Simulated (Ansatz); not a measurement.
**Low-lying states of NCO (charge -1)**

Calculated in Ansatz's Gaussian-basis code. State-averaged CASSCF with equal weights; occupations are averaged over the states; levels count from the state that is lowest in CASSCF. CASSCF levels without dynamic correlation can be off by over 1 eV. No symmetry is imposed, so a solution can break that of the shape. The lowest solution met needn't be the lowest there is, nor hold the orbitals that a chemist would pick.

Geometry:

```xyz
3

N     0.0000    0.0000   -1.2300
C     0.0000    0.0000    0.0000
O     0.0000    0.0000    1.1800
```

Basis cc-pVTZ, nonrelativistic, 3 orbitals frozen in the corrections; active space CAS(6,5). Averaged: 3 singlets.

Task: Give the levels in order.

Result: 

| state | CASSCF (eV) |
| --- | --- |
| singlet | 0.000 |
| singlet | 7.931 |
| singlet | 8.410 |

Occupations: 1.97, 1.81, 1.48, 0.51, 0.23.

Same geometry.

Basis cc-pVTZ, nonrelativistic, 3 orbitals frozen in the corrections; active space CAS(6,5). Averaged: 1 singlet, 1 triplet.

Task: Give the levels in order, with their spins.

Result: 

| state | CASSCF (eV) |
| --- | --- |
| singlet | 0.000 |
| triplet | 7.019 |

Occupations: 2.00, 1.73, 1.69, 0.31, 0.27.

Same geometry.

Basis cc-pVTZ, nonrelativistic, 3 orbitals frozen in the corrections; active space CAS(6,5). Averaged: 1 singlet, 1 triplet, 1 quintet.

Task: Give the levels in order, with their spins.

Result: 

```json
{"state": "singlet", "CASSCF (eV)": "0.000"}
{"state": "triplet", "CASSCF (eV)": "6.813"}
{"state": "quintet", "CASSCF (eV)": "14.020"}
```

Occupations: 2.00, 1.48, 1.46, 0.54, 0.52.
